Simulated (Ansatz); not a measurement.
Input file:

```yaml
crystal:
  periodic: [false, false, false]
  atoms:
    - {symbol: Al, position_ang: [0.000000, 0.000000, 0.253900]}
    - {symbol: Ga, position_ang: [0.000000, 0.000000, -2.089700]}
    - {symbol: H, position_ang: [0.000000, 0.000000, 1.835800]}
basis:
  gaussian: {orbitals: STO-3G}
magnetization: {spin_polarized: false, initial_magnetization: 3}
hamiltonian: {xc: {name: PBE}}
correlation: {method: bccd_t, electrons: all}
accuracy: high
output: {forces: true}
```

```sh
$ ansatz run in.yaml --threads 1 --pin off --events-out ev --progress --plain --max-ram 2393MiB
```

Output:

```
390 factors; integrals over basis functions are off by at most 1.2e-8 eV
mean field evaluation 1: about -57454.5729 eV, gradient 2.5e2 eV
mean field evaluation 2: about -57454.5265 eV, gradient 2.5e2 eV
mean field evaluation 4: about -57983.5352 eV, gradient 1.2e2 eV
mean field evaluation 8: about -57306.6518 eV, gradient 2.3e2 eV
mean field evaluation 16: about -58279.9300 eV, gradient 3.8e-1 eV
mean field evaluation 32: about -57454.5729 eV, gradient 2.5e2 eV
mean field evaluation 64: about -58273.8464 eV, gradient 1.9e1 eV
mean field evaluation 96: about -58277.9553 eV, gradient 5.2e-6 eV
mean field evaluation 128: about -58279.9313 eV, gradient 4.6e-2 eV
mean field evaluation 160: about -58269.4564 eV, gradient 2.7e1 eV
...
cycle  37  -4.00121289 eV  change    8.5e-8 eV  update   8.7e-8
cycle  38  -4.00121305 eV  change   -1.6e-7 eV  update   6.1e-8
cycle  39  -4.00121322 eV  change   -1.6e-7 eV  update   6.0e-8
cycle  40  -4.00121319 eV  change    2.7e-8 eV  update   3.9e-8
cycle  41  -4.00121317 eV  change    1.4e-8 eV  update   2.9e-8
cycle  42  -4.00121317 eV  change    5.0e-9 eV  update   1.9e-8
cycle  43  -4.00121317 eV  change    2.5e-9 eV  update   1.1e-8
cycle  44  -4.00121316 eV  change    4.1e-9 eV  update   6.1e-9
cycle  45  -4.00121316 eV  change    3.7e-9 eV  update   3.6e-9
cycle  46  -4.00121316 eV  change    1.4e-9 eV  update   2.1e-9
perturbative correction -0.06731050 eV, -0.0024736153 hartree
the calculation of the forces begins
Total energy: -58249.24031118 eV, -2140.6200986829 hartree
Atom 0 at     0.000000     0.000000     0.253900 Å, force     0.000000     0.000000     1.339053 eV/Å
Atom 1 at     0.000000     0.000000    -2.089700 Å, force     0.000000    -0.000000    -0.271843 eV/Å
Atom 2 at     0.000000     0.000000     1.835800 Å, force    -0.000000     0.000000    -1.067210 eV/Å
Dipole moment:     0.000000    -0.000000     1.237575 e Å
```

Forces (eV/Å):
```
Al   0.000  0.000  1.339
Ga   0.000  0.000 -0.272
H    0.000  0.000 -1.067
```

Ran on 1 thread of Arm Neoverse V2, shared host: 43 s wall, 0.25 GiB peak host memory.
